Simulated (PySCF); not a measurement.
Two species compared at the same levels of theory.

First species: C2F2S.
Geometry (PBE0-D3(BJ)/def2-SVP, Å), atoms numbered from 1 in this order:
```
atom  x, y, z in Å
F1    -1.377   -0.763    0.578
C2    -0.498    0.128    0.181
F3    -0.951    1.357    0.275
C4     0.706   -0.178   -0.263
S5     2.129   -0.542   -0.788
```

Second species: trimethylphosphine, C3H9P.
Atom-mapped SMILES: `[CH3:1][P:2]([CH3:3])[CH3:4]` (hydrogens: H5, H6, H7 on C1; H8, H9, H10 on C3; H11, H12, H13 on C4)

Levels: CAM-B3LYP/def2-SVPD for dipole moment, HOMO energy, LUMO energy, HOMO–LUMO gap, static isotropic polarisability and electronic spatial extent ⟨r²⟩ about the centre of nuclear charge; TDDFT CAM-B3LYP/def2-SVPD for lowest singlet excitation; TDA CAM-B3LYP/def2-SVPD for lowest triplet excitation (Tamm–Dancoff); ΔSCF CAM-B3LYP/def2-SVPD for vertical ionisation energy. Geometries: PBE0-D3(BJ)/def2-SVP. Each species is one conformer at its optimised geometry, gas phase, non-relativistic unless stated; the electronic structure was computed with PySCF and density fitting.

```json
{"property": "dipole moment", "column X": "1.25 D", "column Y": "0.79 D"}
{"property": "HOMO energy", "column X": "-7.67 eV", "column Y": "-7.96 eV"}
{"property": "LUMO energy", "column X": "1.40 eV", "column Y": "-2.31 eV"}
{"property": "HOMO–LUMO gap", "column X": "9.07 eV", "column Y": "5.65 eV"}
{"property": "lowest singlet excitation", "column X": "6.36 eV", "column Y": "1.35 eV"}
{"property": "lowest triplet excitation (Tamm–Dancoff)", "column X": "5.49 eV", "column Y": "0.91 eV"}
{"property": "static isotropic polarisability", "column X": "66.1 au", "column Y": "48.2 au"}
{"property": "vertical ionisation energy", "column X": "8.54 eV", "column Y": "9.08 eV"}
{"property": "electronic spatial extent ⟨r²⟩ about the centre of nuclear charge", "column X": "440 bohr²", "column Y": "569 bohr²"}
```

Task: Which column belongs to which species?

Result: Column X is the second species and column Y the first. The first has 5 atoms and 46 electrons, the second 13 and 42.

Task: How does each property change from the first species to the second?

Result: dipole moment +0.46 D; HOMO energy +0.29 eV; LUMO energy +3.71 eV; HOMO–LUMO gap +3.42 eV; lowest singlet excitation +5.01 eV; lowest triplet excitation (Tamm–Dancoff) +4.58 eV; static isotropic polarisability +17.9 au; vertical ionisation energy -0.54 eV; electronic spatial extent ⟨r²⟩ about the centre of nuclear charge -129 bohr².

On the first: The vertical singlet–triplet gap S1 − T1 is 0.44 eV (TDDFT singlet less Tamm–Dancoff triplet; S1: HOMO→LUMO, weight 1.00; T1: HOMO→LUMO, weight 0.99). The ΔSCF ionisation energy exceeds −ε(HOMO) by 1.12 eV with CAM-B3LYP.

On the second: S1 lies 2.71 eV below the HOMO–LUMO gap; its leading configuration is HOMO→LUMO, weight 0.94. The polarisability is 9.80 Å³ as a volume (1 au = 0.148185 Å³), or 1.57 au for each of the 42 electrons.
